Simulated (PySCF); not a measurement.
Constants of SiC⁺, step by step

State: ⁴Σ⁻, quartet, unpaired electrons σ ↑, π ↑↑. De refers to Si⁺ + C. ROHF-based CCSD(T) in PySCF 2.14 with Si cc-pV(T+d)Z, C cc-pVTZ and Si cc-pV(Q+d)Z, C cc-pVQZ (frozen core orbitals: 6; no relativity). Correlation energies are extrapolated as n⁻³ (n = 3, 4), Hartree–Fock as (n+1)·exp(−9√n). CV is the change on freezing 1 orbitals instead, in Si cc-pwCVTZ, C cc-pwCVTZ. SR is the spin-free X2C energy in Si cc-pVTZ-DK, C cc-pVTZ-DK less the non-relativistic one in Si cc-pVTZ, C cc-pVTZ.

```
            Level  Re (Å)  ωe (cm⁻¹)  ωexe (cm⁻¹)  αe (cm⁻¹)  De (eV)
       CCSD(T)/TZ  1.8205      840.6         5.19    0.00511    3.467
       CCSD(T)/QZ  1.8143      847.1         5.25    0.00518    3.547
           HF/CBS  1.7811      938.2         4.34    0.00445    2.960
          MP2/CBS  1.8007      881.2         4.68    0.00483    3.551
         CCSD/CBS  1.8029      875.9         4.82    0.00489    3.446
      CCSD(T)/CBS  1.8117      851.2         5.26    0.00518    3.596
   CCSD(T)/CBS+CV  1.8071      854.2         5.27    0.00520    3.610
CCSD(T)/CBS+CV+SR  1.8070      852.9         5.26    0.00521    3.603
```

Problem. How much is left between CCSD(T)/QZ and the basis-set limit, and how much do the triples give at the limit?

Solution. CCSD(T)/CBS less CCSD(T)/QZ: -2.6 mÅ in Re, +4.1 cm⁻¹ in ωe and +0.049 eV in De. CCSD(T)/CBS less CCSD/CBS: +8.8 mÅ in Re, -24.7 cm⁻¹ in ωe and +0.150 eV in De.

Problem. What do the later terms add?

Solution. CV: -4.6 mÅ in Re, +3.0 cm⁻¹ in ωe and +0.014 eV in De; SR: -0.1 mÅ in Re, -1.3 cm⁻¹ in ωe and -0.007 eV in De, each against the row above.

The T1 diagnostic is 0.051, large enough to doubt a single reference. The state was picked by a PBE0 search and need not be the measured ground state. Spin–orbit coupling, excitations beyond (T) and corrections to the Born–Oppenheimer picture are left out.

The whole job (state search and all basis sets along the bond) took about 17 min on 4 threads of Intel Xeon Platinum 8259CL @ 2.50GHz (shared host), peak memory 9.3 GiB.
